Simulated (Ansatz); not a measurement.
Input for Ansatz (development build ahead of 0.2.0):

```yaml
crystal:
  periodic: [false, false, false]
  atoms:
    - { symbol: C, position_ang: [-0.04847, -0.01178, -0.3019] }
    - { symbol: O, position_ang: [0.03611, 1.11357, 0.23585] }
    - { symbol: O, position_ang: [0.00493, -1.08649, 0.1864] }
    - { symbol: H, position_ang: [0.02345, 0.01409, -1.43118] }
basis:
  gaussian: { orbitals: aug-cc-pVDZ }
total_charge: -1
hamiltonian:
  xc: hf
correlation:
  method: mp2
  frozen_orbitals: { C: 1, H: 0, O: 1 }
```

The input is written out in the form of the current development build from the run's settings.

The run gave:

```yaml
Converged: yes
Reference_energy: -188.22415 hartree
Correlation_energy: -0.53618 hartree
Total_energy: -188.76033 hartree
Spin_squared_of_the_determinant: 0.000
```
